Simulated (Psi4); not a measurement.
**One shape, several levels: triplet Si2H5Cl**

Wanted: a comparison of 6 runs (UHF/STO-3G, UHF/3-21G, UB3LYP/6-31G*, UHSE06/cc-pVDZ, UTPSSh/cc-pVDZ) of triplet Si2H5Cl. 

Program for the calculation: Psi4 1.11.

**1. The system as given**

Si2H5Cl has 8 atoms, charge 0, and is taken as a triplet. As SMILES of the parent species, `[SiH3][SiH2]Cl`. Geometry: relaxed at PBE0-D4/def2-TZVP. That shape belongs to the parent species and isn't relaxed for this state.

Bond lengths: Si1–Si2 2.338 Å, Si2–Cl3 2.065 Å, Si1–H4 1.488 Å, Si1–H5 1.486 Å, Si1–H6 1.486 Å, Si2–H7 1.485 Å, Si2–H8 1.485 Å. Some angles: Si1–Si2–Cl3 108.7°, Si1–Si2–H7 111.9°, Si1–Si2–H8 111.8°, Cl3–Si2–H7 107.7°, Cl3–Si2–H8 107.7°, Si2–Si1–H4 109.6°, Si2–Si1–H5 109.6°, Si2–Si1–H6 109.6°, H7–Si2–H8 108.8°, H4–Si1–H5 109.3°.

**2. A single-point energy at UHF/STO-3G (run 1)**

calc.inp

```
memory 2200 mb

molecule geom {
  0 3
  Si
  Si 1 R2
  Cl 2 R3 1 A3
  H 1 R4 2 A4 3 D4
  H 1 R5 4 A5 2 D5
  H 1 R6 5 A6 4 D6
  H 2 R7 3 A7 1 D7
  H 2 R8 7 A8 3 D8

  R2 = 2.337877
  R3 = 2.064511
  A3 = 108.68745
  R4 = 1.488032
  A4 = 109.60638
  D4 = -179.90149
  R5 = 1.485871
  A5 = 109.27714
  D5 = 120.06502
  R6 = 1.485873
  A6 = 109.49243
  D6 = -119.66988
  R7 = 1.484829
  A7 = 107.737
  D7 = -121.39253
  R8 = 1.484843
  A8 = 108.84859
  D8 = 116.56042
  units angstrom
  symmetry c1
  no_reorient
  no_com
}

set basis STO-3G
set reference uhf
set puream true
set e_convergence 1e-09
set d_convergence 1e-08
set scf_type pk
set maxiter 100

result, w = energy('hf', return_wfn=True)
oeprop(w, 'DIPOLE', 'WIBERG_LOWDIN_INDICES', 'LOWDIN_CHARGES')
```

The run is started by

```bash
$ psi4 -n 1 calc.inp calc.out
```

calc.out:

```text
[...]
  Running in c1 symmetry.
[...]
  Nuclear repulsion =  191.508280446537668
[...]
  Multiplicity = 3
[...]
  Nalpha       = 26
  Nbeta        = 24
[...]
    Number of basis functions: 32
[...]
   @UHF iter   1: -1028.34241994467038   -2.08709e+00   5.91914e-03 ADIIS/DIIS
[...]
   @UHF iter  19: -1028.41690090859356   -1.36424e-12   6.70101e-09 DIIS
[...]
   @S^2 Observed:                2.005566208E+00
[...]
  @UHF Final Energy: -1028.41690090859356
   => Energetics <=
    Nuclear Repulsion Energy =            191.5082804465376682
    One-Electron Energy =               -1812.1954491855110518
    Two-Electron Energy =                 592.2702678303799075
    Total Energy =                      -1028.4169009085935613
  UHF NO Occupations:
  HONO-2 :   24  A 1.9980098
  HONO-1 :   25  A 1.0000000
[...]
 Multipole Moments:
 ------------------------------------------------------------------------------------
     Multipole            Electronic (a.u.)      Nuclear  (a.u.)        Total (a.u.)
 ------------------------------------------------------------------------------------
 L = 1.  Multiply by 2.5417464519 to convert [e a0] to [Debye]
 Dipole X            :          0.0017716           -0.0016957            0.0000758
 Dipole Y            :         -4.8311255            5.7064028            0.8752773
 Dipole Z            :          5.0642554           -5.6203767           -0.5561213
 Magnitude           :                                                    1.0370059
[...]
```

Wall time 2 s (1 thread of AMD EPYC 7B13 (Zen 3), shared host); peak memory 0.18 GiB.

**3. Energy and forces at UHF/3-21G (run 2)**

job.json

```json
{
  "schema_name": "qcschema_input",
  "schema_version": 1,
  "molecule": {
    "schema_name": "qcschema_molecule",
    "schema_version": 2,
    "symbols": ["Si", "Si", "Cl", "H", "H", "H", "H", "H"],
    "geometry": [-1.33509151, 1.6663605, -0.73756011, 1.08356896, -1.77407489, 0.61586174, 4.59505804, -0.47791174, 1.71587132, -3.87960773, 0.77497668, -1.53634734, -0.06481761, 2.91150104, -2.91017823, -1.61477097, 3.50676477, 1.36457123, -0.07899055, -3.06664756, 2.81833754, 1.46869514, -3.64887217, -1.43600288],
    "molecular_charge": 0,
    "molecular_multiplicity": 3,
    "fix_symmetry": "c1"
  },
  "driver": "gradient",
  "model": {
    "method": "scf",
    "basis": "3-21G"
  },
  "keywords": {
    "reference": "uhf",
    "puream": true,
    "e_convergence": 1e-09,
    "d_convergence": 1e-08,
    "scf_type": "pk",
    "maxiter": 100,
    "scf_properties": ["MULLIKEN_CHARGES", "MAYER_INDICES", "QUADRUPOLE"]
  }
}
```

The run is started by

```bash
$ psi4 --qcschema job.json -n 1 --memory 2200MB
```

stdout:

```text
[...]
  Running in c1 symmetry.
[...]
  Nuclear repulsion =  191.508261892085386
[...]
  Multiplicity = 3
[...]
  Nalpha       = 26
  Nbeta        = 24
[...]
    Number of basis functions: 49
[...]
   @UHF iter   1: -1034.72829514527393   -2.65293e-01   3.23513e-03 ADIIS/DIIS
[...]
   @UHF iter  21: -1034.75916227367748   -9.54969e-12   8.59686e-09 DIIS
[...]
   @S^2 Observed:                2.014230072E+00
[...]
  @UHF Final Energy: -1034.75916227367748
   => Energetics <=
    Nuclear Repulsion Energy =            191.5082618920853861
    One-Electron Energy =               -1814.5817553852782567
    Two-Electron Energy =                 588.3143312195153385
    Total Energy =                      -1034.7591622736777026
  UHF NO Occupations:
  HONO-2 :   24  A 1.9962283
  HONO-1 :   25  A 1.0000000
[...]
  -Total Gradient:
     Atom            X                  Y                   Z
    ------   -----------------  -----------------  -----------------
       1        0.031083414661    -0.025598495381     0.014872411718
       2        0.074534445818     0.076771587235     0.016608520945
       3       -0.110767584653    -0.037664951311    -0.035144898582
       4        0.006033446451    -0.004194949986     0.002733302561
       5       -0.003483333924     0.005487434941    -0.001299860345
       6       -0.003008460084     0.005310082314    -0.002565358591
       7        0.003791107736    -0.010423723948    -0.000283060300
       8        0.001816964007    -0.009686983871     0.005078942588
[...]
```

The result, in JSON:

```text
{
 "driver": "gradient",
 "model": {
  "method": "scf",
  "basis": "3-21G"
 },
 "success": true,
 "return_result": [0.031083414661445263, -0.025598495380827077, 0.014872411717682443, 0.0745344458175245, 0.07677158723547892, 0.016608520945245633, -0.11076758465313231, -0.037664951310565284, -0.03514489858201533, 0.006033446451412711, -0.004194949986019422, 0.0027333025607962982, -0.0034833339240745442, 0.005487434941227165, -0.0012998603448498847, -0.003008460084061429, 0.005310082314256032, -0.0025653585908339827, 0.0037911077359347872, -0.010423723947947536, -0.0002830602999455978, 0.001816964007257815, -0.009686983870572069, 0.005078942588057744],
 "properties": {
  "calcinfo_nbasis": 49,
  "calcinfo_nmo": 49,
  "calcinfo_nalpha": 26,
  "calcinfo_nbeta": 24,
  "calcinfo_natom": 8,
  "nuclear_repulsion_energy": 191.5082618920854,
  "return_energy": -1034.7591622736775,
  "return_gradient": [0.031083414661445263, -0.025598495380827077, 0.014872411717682443, 0.0745344458175245, 0.07677158723547892, 0.016608520945245633, -0.11076758465313231, -0.037664951310565284, -0.03514489858201533, 0.006033446451412711, -0.004194949986019422, 0.0027333025607962982, -0.0034833339240745442, 0.005487434941227165, -0.0012998603448498847, -0.003008460084061429, 0.005310082314256032, -0.0025653585908339827, 0.0037911077359347872, -0.010423723947947536, -0.0002830602999455978, 0.001816964007257815, -0.009686983870572069, 0.005078942588057744],
  "scf_one_electron_energy": -1814.5817553852783,
  "scf_two_electron_energy": 588.3143312195153,
  "scf_dipole_moment": [-0.7802475869383549, 0.4874872409279212, -0.35062820903920056],
  "scf_total_energy": -1034.7591622736775,
  "scf_total_gradient": [0.031083414661445263, -0.025598495380827077, 0.014872411717682443, 0.0745344458175245, 0.07677158723547892, 0.016608520945245633, -0.11076758465313231, -0.037664951310565284, -0.03514489858201533, 0.006033446451412711, -0.004194949986019422, 0.0027333025607962982, -0.0034833339240745442, 0.005487434941227165, -0.0012998603448498847, -0.003008460084061429, 0.005310082314256032, -0.0025653585908339827, 0.0037911077359347872, -0.010423723947947536, -0.0002830602999455978, 0.001816964007257815, -0.009686983870572069, 0.005078942588057744],
  "scf_iterations": 21
 }
}
```

It took 2.4 s on 1 thread of AMD EPYC 7B13 (Zen 3), shared host; peak memory 0.19 GiB.

**4. Energy and gradient at UB3LYP/6-31G(d) (spherical functions) (run 3)**

clh5si2.xyz

```xyz
8
ClH5Si2
Si    -0.706500     0.881800    -0.390300
Si     0.573400    -0.938800     0.325900
Cl     2.431600    -0.252900     0.908000
H     -2.053000     0.410100    -0.813000
H     -0.034300     1.540700    -1.540000
H     -0.854500     1.855700     0.722100
H     -0.041800    -1.622800     1.491400
H      0.777200    -1.930900    -0.759900
```

run_ase.py

```python
import numpy as np
from ase.calculators.psi4 import Psi4
from ase.io import read

a = read('clh5si2.xyz')
calc = Psi4(atoms=a, method='b3lyp', basis='6-31G*', memory='2200MB', num_threads=1, charge=0, multiplicity=3, label='psi4-calc', reference='uks')
calc.psi4.set_options({'puream': True, 'e_convergence': 1e-09, 'd_convergence': 1e-08, 'scf_type': 'pk', 'dft_radial_points': 99, 'dft_spherical_points': 590, 'maxiter': 100})
a.calc = calc

forces = a.get_forces()
print(f'energy: {a.get_potential_energy():.6f} eV')
print('forces / eV A^-1')
print(np.round(forces, 5))
```

The run is started by

```bash
$ python run_ase.py
```

psi4-calc.dat:

```text
[...]
  Running in c1 symmetry.
[...]
  Nuclear repulsion =  191.508261788930213
[...]
  Multiplicity = 3
[...]
  Nalpha       = 26
  Nbeta        = 24
[...]
    Number of basis functions: 64
[...]
   @UKS iter   1: -1041.93763827181783   -1.00050e-01   4.16447e-03 ADIIS/DIIS
[...]
   @UKS iter  15: -1042.00872661604808   -1.13687e-12   5.97052e-09 DIIS
[...]
   @S^2 Observed:                2.002851261E+00
[...]
  @UKS Final Energy: -1042.00872661604808
   => Energetics <=
    Nuclear Repulsion Energy =            191.5082617889302128
    One-Electron Energy =               -1821.6086687110716866
    Two-Electron Energy =                 646.0779354990169168
    DFT Exchange-Correlation Energy =     -57.9862551929235011
    Empirical Dispersion Energy =           0.0000000000000000
    VV10 Nonlocal Energy =                  0.0000000000000000
    Total Energy =                      -1042.0087266160480794
[...]
  -Total Gradient:
     Atom            X                  Y                   Z
    ------   -----------------  -----------------  -----------------
       1        0.012637762577    -0.005078841583     0.005365055169
       2        0.033206732978     0.035627735516     0.007232120967
       3       -0.054211118249    -0.015498241541    -0.017608877232
       4        0.008716033503    -0.005519573274     0.003875150290
       5       -0.002753284034     0.004227911747     0.002655598840
       6       -0.000042071608     0.003172708528    -0.004730037004
       7        0.003061051324    -0.009154732632    -0.003409941779
       8       -0.000614213781    -0.007776494949     0.006621157055
[...]
```

The script printed:

```text
energy: -28354.501701 eV
forces / eV A^-1
[[-6.49860e-01  2.61160e-01 -2.75880e-01]
 [-1.70756e+00 -1.83205e+00 -3.71890e-01]
 [ 2.78765e+00  7.96950e-01  9.05480e-01]
 [-4.48200e-01  2.83830e-01 -1.99270e-01]
 [ 1.41580e-01 -2.17410e-01 -1.36560e-01]
 [ 2.16000e-03 -1.63150e-01  2.43230e-01]
 [-1.57410e-01  4.70760e-01  1.75350e-01]
 [ 3.15800e-02  3.99880e-01 -3.40470e-01]]
```

Run time: 30 s. Hardware: 1 thread of AMD EPYC 7B13 (Zen 3), shared host; peak memory 0.93 GiB.

Runs 4 to 5 aren't shown in full; the table further down has their settings and results.

**5. Energy and forces at UTPSSh/cc-pVDZ (run 6)**

calc.in

```
memory 2200 mb

molecule m {
  0 3
  Si
  Si 1 R2
  Cl 2 R3 1 A3
  H 1 R4 2 A4 3 D4
  H 1 R5 4 A5 2 D5
  H 1 R6 5 A6 4 D6
  H 2 R7 3 A7 1 D7
  H 2 R8 7 A8 3 D8

  R2 = 2.337877
  R3 = 2.064511
  A3 = 108.68745
  R4 = 1.488032
  A4 = 109.60638
  D4 = -179.90149
  R5 = 1.485871
  A5 = 109.27714
  D5 = 120.06502
  R6 = 1.485873
  A6 = 109.49243
  D6 = -119.66988
  R7 = 1.484829
  A7 = 107.737
  D7 = -121.39253
  R8 = 1.484843
  A8 = 108.84859
  D8 = 116.56042
  units angstrom
  symmetry c1
}

set basis cc-pVDZ
set reference uks
set puream true
set e_convergence 1e-09
set d_convergence 1e-08
set scf_type pk
set dft_radial_points 99
set dft_spherical_points 590
set maxiter 100

energy_value, wavefunction = gradient('tpssh', return_wfn=True)
oeprop(wavefunction, 'MULLIKEN_CHARGES', 'MAYER_INDICES', 'QUADRUPOLE')
```

The run is started by

```bash
$ psi4 -i calc.in -o calc.out -n 1
```

calc.out:

```text
[...]
  Running in c1 symmetry.
[...]
  Nuclear repulsion =  191.508280446537668
[...]
  Multiplicity = 3
[...]
  Nalpha       = 26
  Nbeta        = 24
[...]
    Number of basis functions: 79
[...]
   @UKS iter   1: -1041.98556139578659   -4.51773e-02   3.69999e-03 ADIIS/DIIS
[...]
   @UKS iter  14: -1042.07591870608098   -1.04592e-11   9.05595e-09 DIIS
[...]
   @S^2 Observed:                2.003608349E+00
[...]
  @UKS Final Energy: -1042.07591870608098
   => Energetics <=
    Nuclear Repulsion Energy =            191.5082804465376682
    One-Electron Energy =               -1821.5889490443837531
    Two-Electron Energy =                 652.9944723273985119
    DFT Exchange-Correlation Energy =     -64.9897224356333822
    Empirical Dispersion Energy =           0.0000000000000000
    VV10 Nonlocal Energy =                  0.0000000000000000
    Total Energy =                      -1042.0759187060809836
[...]
  -Total Gradient:
     Atom            X                  Y                   Z
    ------   -----------------  -----------------  -----------------
       1        0.000069318850    -0.004463225600     0.008730079148
       2        0.000050950993    -0.049684623354    -0.001743328114
       3       -0.000009965300     0.054036575283    -0.024227601081
       4       -0.000065769865    -0.008384376396     0.011224563247
       5        0.006597343858    -0.000080191659    -0.002967431331
       6       -0.006636508124    -0.000056376161    -0.002901869006
       7       -0.007732994608     0.004305120733     0.005948780431
       8        0.007727591353     0.004325971517     0.005937851424
[...]
```

Wall time 2.2 min (1 thread of AMD EPYC 7B13 (Zen 3), shared host); peak memory 1.5 GiB.

**6. Overview of the runs**

```
run                                level      task         integration grid   energy (Eh)  dipole moment (D)  HOMO energy (eV)   ⟨S²⟩  wall time
  1                           UHF/STO-3G    energy                        –  -1028.416901               2.64              0.09  2.006        2 s
  2                            UHF/3-21G  gradient                        –  -1034.759162               2.50             -4.23  2.014      2.4 s
  3  UB3LYP/6-31G* (spherical functions)  gradient  99 radial × 590 angular  -1042.008727               1.52             -2.35  2.003       30 s
  4  UB3LYP/6-31G* (Cartesian functions)    energy  99 radial × 590 angular  -1042.015584               1.52             -2.35  2.003       25 s
  5                       UHSE06/cc-pVDZ  gradient  99 radial × 590 angular  -1041.660707               1.25             -2.22  2.004    2.2 min
  6                       UTPSSh/cc-pVDZ  gradient  99 radial × 590 angular  -1042.075919               1.03             -2.13  2.004    2.2 min
```

**7. Results**

| quantity | value |
| --- | --- |
| run 6: total energy | -1042.07592 Eh |
| run 6: dipole moment | 1.03 D |
| run 6: HOMO energy (highest over α and β) | -2.13 eV |
| run 6: ⟨S²⟩ | 2.004 |
| run 6: largest force on an atom | 3.045 eV/Å |

What this shows: The dipole moment (its size) runs from 1.03 D (UTPSSh/cc-pVDZ) to 2.64 D (UHF/STO-3G). The two ends differ in method and basis. Totals of different functionals can't be ranked against each other. In run 1 the basis is minimal, so the values are rough. All runs together took 5.4 min, the longest 2.2 min.
